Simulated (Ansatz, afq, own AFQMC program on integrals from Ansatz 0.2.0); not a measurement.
Atomization energy of BHO2, singlet, worked out

```xyz
4

O    -1.5521    0.5232    0.4196
B    -0.4193    0.1298    0.2555
O     0.8200   -0.3036    0.1138
H     1.1514   -0.3494   -0.7889
```

Connectivity, by distances: O–B–OH.

Basis def2-TZVP. Only valence electrons are correlated. Integrals, coupled cluster, full CI and functionals: Ansatz 0.2.0; the random walks run on the same integrals in our own AFQMC program. ph-AFQMC/CISD is guided by a CISD state made of CCSD amplitudes; releasing the constraint for a short imaginary time cuts its bias at the price of noise, slowly where states lie close. Error bars are statistical, one sigma.

Total energies in eV. CBS is CCSD(T) at the limit of def2-TZVPP/QZVPP (extrapolated itself); the highest rung of each member is named.

Cautions: BHO₂ (singlet): the ph-AFQMC/HF walk drifts between its halves (2.3 errors).

| member | count | CCSD(T)/def2-TZVP | highest rung in def2-TZVP | which | CCSD(T)/CBS |
| --- | --- | --- | --- | --- | --- |
| O (triplet) | +2 | -2040.2212 | -2040.2314 | FCI | -2040.9924 |
| B (doublet) | +1 | -669.3431 | -669.3549 | FCI | -669.4648 |
| H (doublet) | +1 | -13.6005 | -13.6005 | FCI | -13.6059 |
| BHO₂, singlet | -1 | -4782.0426 | -4782.0843 | CCSDT(Q) | -4784.4225 |

**Question.** Work out the best estimate of the atomization energy: the CCSD(T)/CBS difference plus the step from CCSD(T) to the highest rung.

**Answer.** Sums with the counts: CCSD(T)/CBS 19.3670 eV, highest rung 18.6661 eV, CCSD(T)/def2-TZVP 18.6566 eV. The step is 18.6661 − 18.6566 = 0.0095 eV, so the best estimate is 19.3670 + (0.0095) = 19.3765 eV. The basis set is worth 0.710 eV of it. Zero-point, core-correlation and spin–orbit terms aren't in it.

Best estimates are given only where the step beyond CCSD(T) is under 0.3 eV and no member's determinant is very poor (T1 over 0.05, or 0.07 for open shells, ⟨S²⟩ too high by 0.3, two states mixed), so the hardest cases are missing from such tables.

CCSDT and higher add their correlation energy to the determinant of the CCSD(T) run, since their own runs factorise the integrals more tightly (a shift of under 2 meV). Each member of a difference takes its own highest rung, so a best estimate needn't equal the limit plus the step of one row.
